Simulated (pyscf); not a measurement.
H₃C–Zn–TeH + CH₄ -> TeH₂ + H₃C–Zn–CH₃ (four-centre exchange; singlet surface; Te–Zn, C–H broken, H–Te, C–Zn formed). PySCF, gas phase, ωB97X-D3(BJ)/def2-SVP geometries. Energies in kcal/mol from the separated reactants.

| level | barrier | reaction energy |
|---|---|---|
| ωB97X-D3(BJ)/def2-TZVP | 53.1 | +39.1 |
| PBE/def2-TZVP | 46.5 | +34.0 |
| r²SCAN/def2-TZVP | 47.0 | +35.5 |
| PBE0-D3(BJ)/def2-TZVP | (withheld) | (withheld) |
| M06-2X/def2-TZVP | (withheld) | +38.0 |
| ωB97M-D3(BJ)/def2-TZVP | 53.0 | +34.3 |

Task: What belongs in the gaps?

Result: 
- PBE0-D3(BJ)/def2-TZVP, barrier: 48.1
- PBE0-D3(BJ)/def2-TZVP, reaction energy: +36.1
- M06-2X/def2-TZVP, barrier: 52.1

The functionals in the table span 6.6 kcal/mol in this barrier, from PBE to ωB97X-D3(BJ)/def2-TZVP. On the product side the descent ends in an adduct with a Te–Zn contact (not fully relaxed), 5.9 kcal/mol under the separated species and 19.9 kcal/mol under the saddle at ωB97X-D3(BJ)/def2-TZVP. What is counted as broken (Te–Zn) persists as a longer contact in the product adduct; parting that adduct is a step of its own. This is the saddle that the search found; another between the same sides may lie lower. Elements up to Kr have no core potential and no relativistic terms here. Elements past Kr carry the def2 core potentials, without spin-orbit coupling.
